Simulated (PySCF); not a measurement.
Simulated absorption spectrum

C₄H₄FP.
Cartesian coordinates in Å at the PBE0-D3(BJ)/def2-SVP level; atoms count from 1:
```
atom  x, y, z in Å
C1    -2.186    0.731    0.556
C2    -1.290    0.217   -0.078
C3    -0.196   -0.364   -0.834
P4     1.237    0.844   -1.022
C5     2.116    0.453    0.349
F6     1.804   -0.472    1.248
H7    -2.982    1.180    1.119
H8    -0.534   -0.624   -1.850
H9     0.164   -1.286   -0.352
H10    3.055    0.966    0.597
```

Method: TDDFT PBE0/def2-SVPD, vertical, gas phase, core orbitals frozen in the response in PySCF.

Computed states:

```json
{"state": "S1", "E (eV)": "4.71", "f": "0.012"}
{"state": "S2", "E (eV)": "5.15", "f": "0.0026"}
{"state": "S3", "E (eV)": "5.53", "f": "0.140"}
{"state": "S4", "E (eV)": "5.79", "f": "0.040"}
{"state": "S5", "E (eV)": "5.92", "f": "0.0043"}
{"state": "S6", "E (eV)": "6.39", "f": "0.013"}
{"state": "S7", "E (eV)": "6.56", "f": "0.062"}
{"state": "S8", "E (eV)": "6.61", "f": "0.013"}
{"state": "S9", "E (eV)": "6.85", "f": "0.023"}
{"state": "S10", "E (eV)": "7.06", "f": "0.052"}
```

Each state is given a Gaussian of 0.3 eV full width at half maximum, with ε(max) = 2.175×10⁸ f / Δν̃ (Δν̃ the width in cm⁻¹). The cross-section is σ = 3.8235×10⁻²¹ ε cm², given in Mb (10⁻¹⁸ cm²). The width is an assumption, not a result. The curve ends short of the highest state used, and states not computed would add to its high-energy end.

**Question.** Give the broadened spectrum and its maxima.

**Answer.** 
(E (eV), σ (Mb)): (4.26, 0.01), (4.33, 0.04), (4.39, 0.17), (4.45, 0.49), (4.51, 1.16), (4.58, 2.39), (4.64, 3.49), (4.70, 4.09), (4.77, 3.73), (4.83, 2.73), (4.89, 1.67), (4.95, 0.98), (5.02, 0.75), (5.08, 0.90), (5.14, 1.32), (5.20, 2.46), (5.27, 6.45), (5.33, 14.16), (5.39, 26.29), (5.46, 41.74), (5.52, 49.52), (5.58, 48.45), (5.64, 40.59), (5.71, 29.77), (5.77, 22.72), (5.83, 17.38), (5.90, 11.71), (5.96, 7.27), (6.02, 3.91), (6.08, 1.97), (6.15, 1.41), (6.21, 2.31), (6.27, 4.65), (6.33, 8.72), (6.40, 15.60), (6.46, 22.10)

Maxima: 263 nm (4.71 eV), ε about 1100, made up of S1 (100%); 224 nm (5.54 eV), ε about 13000, made up of S3 (96%) (ε in L mol⁻¹ cm⁻¹; maxima over ε = 5, shares over 10%). At its high-energy end, 6.46 eV, the curve is still rising (ε about 5800, from S6 and S7).

**Question.** On this curve, what absorbance would a 10⁻³ mol/L sample give at 280 nm over a 1 cm path?

**Answer.** 280 nm is 4.428 eV, where ε is about 88 L mol⁻¹ cm⁻¹, so A = ε c l ≈ 0.088 (Beer–Lambert, with the gas-phase spectrum and the assumed width).

**Question.** What would ε be at 5.54 eV, the highest of these maxima, with half the width (0.15 eV)?

**Answer.** About 25000 L mol⁻¹ cm⁻¹ against 13100, a factor of about 1.9; a lone state at its own centre would give exactly 2.

**Question.** Coming from long wavelengths, where does ε first pass 100 L mol⁻¹ cm⁻¹?

**Answer.** At about 279 nm (4.44 eV), 0.28 eV below S1.

The vertical ionisation energy (ΔSCF) is 9.27 eV, 2.21 eV above S10.

One conformer stands for the species.
